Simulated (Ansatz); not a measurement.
# B2+ (doublet): the correlation ladder, cc-pVTZ

How much of the correlation energy of B2+ (doublet) does each wave-function method recover here?

The runs use Ansatz 0.2.0, Gaussian basis; cc-pVTZ, core rule «outside noble gas», up to 2 orbitals frozen.

Plan: UHF; CCSD(T) on ROHF; CCSD(T) on UHF; BCCD(T) on ROHF; CISD as a restricted active space (open shells left free, so some higher excitations enter); CCSDT(Q) on ROHF; CCSDT(Q) on UHF; CASSCF and MRCISD+Q, 5 electrons in 8 orbitals; CASSCF and NEVPT2, 5 electrons in 8 orbitals; Full CI.

11 further runs of the same task are left out: 4 that didn't finish, 7 set aside as unsound or not needed. Runs told in other sessions of the task aren't counted.

### Step 1. The system

The geometry is a PBE0/def2-TZVP stationary point (not a proven minimum) of the parent state, kept for this charge and spin.

2 atoms, charge 1, spin multiplicity 2.

Atoms are counted from 1 here; the program's logs count them from 0.

Bond lengths: B1–B2 1.628 Å.

As a file:

```
B     0.00000    0.00000    0.00000
B     0.00000    0.00000    1.62820
```

### Step 2. UHF

File in.yaml:

```yaml
crystal:
  periodic: [false, false, false]
  atoms:
    - {symbol: B, position_ang: [0.000000, 0.000000, 0.000000]}
    - {symbol: B, position_ang: [0.000000, 0.000000, 1.628200]}
basis:
  gaussian: {orbitals: cc-pVTZ}
total_charge: 1
magnetization: {spin_polarized: true, initial_magnetization: 1}
hamiltonian: {xc: hf}
output: {orbitals: {seedname: orbitals}}
```

Started as:

```bash
$ ansatz run in.yaml --threads 1 --pin off --events-out ev --progress --plain --max-ram 2393MiB
```

After this run come: CCSD(T) on ROHF; CCSD(T) on UHF; BCCD(T) on ROHF; CISD as a restricted active space (open shells left free, so some higher excitations enter); CCSDT(Q) on ROHF; CCSDT(Q) on UHF; CASSCF and MRCISD+Q, 5 electrons in 8 orbitals; CASSCF and NEVPT2, 5 electrons in 8 orbitals; Full CI.

Before running them: what should the planned runs give, taken together? Wanted: FCI from the RHF energy; RMP2 from FCI; UMP2 from FCI; RCCSD from FCI; RCCSD(T) from FCI; UCCSD(T) from FCI; RCCSDT(Q) from FCI; UCCSDT(Q) from FCI; NEVPT2 valence from FCI.

**Answer**, as computed:

```
                         quantity                                                                   value
          FCI from the ROHF energy                                                              -4.8273 eV
                    RMP2 from FCI                                                         +34.19 kcal/mol
                    UMP2 from FCI                                                         +29.27 kcal/mol
                   RCCSD from FCI                                                          +9.75 kcal/mol
                RCCSD(T) from FCI                                                          +1.50 kcal/mol
                UCCSD(T) from FCI                                                          +5.55 kcal/mol
               RCCSDT(Q) from FCI                                                          +0.03 kcal/mol
               UCCSDT(Q) from FCI                                                          -0.09 kcal/mol
          NEVPT2 valence from FCI                                                          +6.78 kcal/mol
        MRCISD+Q valence from FCI                                                          +0.04 kcal/mol
levels within 1 kcal/mol (43 meV)  RCCSDT, UCCSDT, RCCSDT(Q), UCCSDT(Q), MRCISD valence, MRCISD+Q valence
                    T1 diagnostic                                                                   0.044
   effectively unpaired electrons                                                                    1.72
```

In words: RCCSD(T) lands +1.50 kcal/mol from the yardstick (1.3 % of the correlation energy). CCSD(T) misses by +1.50 kcal/mol on the restricted determinant and by +5.55 kcal/mol on the unrestricted one; the two need not hold the same state or core. UCCSDT(Q) falls below full CI: unrestricted runs freeze a spin-polarised core, another one than full CI's, and coupled cluster isn't variational. The occupations show static correlation (1.72 effectively unpaired electrons where one determinant has 1). Of the multireference levels listed MRCISD+Q valence comes nearest in total energy (+0.04 kcal/mol), which doesn't show that its space is the better one. Coupled cluster took another determinant than the lowest Hartree-Fock one. These misses are within one basis, not against nature; the frozen cores of restricted and unrestricted runs differ, which can shift their rows.

Levels on UHF freeze UHF's core orbitals, full CI those of ROHF, so the U rows can settle a little off it for that reason alone.

With open shells the CI space here admits some higher excitations, so it is larger than plain CISD.
